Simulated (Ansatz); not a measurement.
Reaction (isomerisation): `NC#CCO` → `CC1(O)C=N1`

Computed with Ansatz on PBE0-D4/def2-TZVP structures; ΔE is electronic, products minus reactants. CBS: MP2 limit from def2 TZ/QZ plus the TZ coupled-cluster correction, frozen cores. One conformer a species, not always the lowest.

`NC#CCO`:

```xyz
10

N    -1.099    2.120   -0.451
C    -0.414    0.979   -0.302
C     0.185   -0.052   -0.121
C     0.858   -1.316    0.118
O     0.584   -1.896    1.381
H    -1.728    2.160   -1.238
H    -0.571    2.971   -0.326
H     0.597   -2.011   -0.693
H     1.943   -1.179    0.079
H    -0.354   -1.777    1.553
```

`CC1(O)C=N1`:

```xyz
10

C     0.144   -0.154   -1.256
C    -0.016   -0.127    0.229
O    -0.563   -1.322    0.673
C    -0.082    1.060    1.031
N     1.043    0.490    1.084
H    -0.826   -0.291   -1.740
H     0.589    0.774   -1.610
H     0.786   -0.991   -1.542
H    -0.508   -1.348    1.633
H    -0.568    1.911    1.498
```

```
         level  ΔE (kJ/mol)
  MP2/def2-SVP        -34.7
MP2/def2-TZVPP        -17.6
```

(1) What does CCSD(T)/CBS give? (Estimate.)

Largest T1 diagnostic among the species: 0.012.

Answers

(1) Computed: -15.7 kJ/mol. The listed levels differ from it by -19.0, -1.9 kJ/mol.

In def2-TZVPP, CCSD(T) changes the Hartree–Fock value by −25.5 kJ/mol (the triples alone add −4.6 kJ/mol) and MP2 by −24.1 kJ/mol. The D4 term adds −4.3 kJ/mol with B3LYP and −2.1 kJ/mol with PBE0; it sums over pairs of atoms, weighted by their polarisabilities, and B3LYP, whose exchange is more repulsive, gets the larger term.

B3LYP here is the variant with VWN-RPA as its local correlation; programs differ in this.
